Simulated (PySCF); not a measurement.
Computed with ωB97X-D3(BJ)/def2-TZVP // PBE0-D3(BJ)/def2-TZVP (PySCF). Isolated molecules, 0 K electronic values unless said otherwise. 

Reference species (SMILES): `[Br][Al][Br]` (neutral, multiplicity 2).

```yaml
dipole_moment: 1.40 D
```

Changed species: `[NH2]` (radical fragment; the reference has radical fragment).

Q: What does the change do to the dipole moment?

A: the dipole moment goes up by 0.57 D, to 1.97 D.
